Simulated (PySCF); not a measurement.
Delta-SCF ions had no search for a lower state. 

Cartesian coordinates (Å):
SMILES: N
```xyz
4

N     -0.0041    -0.0036     0.3060
H      0.8932    -0.2885    -0.0935
H     -0.6953    -0.6263    -0.1188
H     -0.1938     0.9184    -0.0937
```
Charge 0, spin multiplicity 1.

Task: What is the computed HOMO–LUMO gap, total energy, dipole moment, LUMO, HOMO and vertical ionisation energy (Delta-SCF) (PySCF 2.14.0 with PBE-D3(BJ)/def2-TZVP // B3LYP-D3(BJ)/def2-SVP)?

Result: 
```json
{
  "HOMO–LUMO gap": "6.26 eV",
  "total_energy": "-56.5088 Ha",
  "dipole_moment": "0.365 e·Å",
  "LUMO": "0.18 eV",
  "HOMO": "-6.07 eV",
  "vertical ionisation energy (Delta-SCF)": "10.98 eV"
}
```
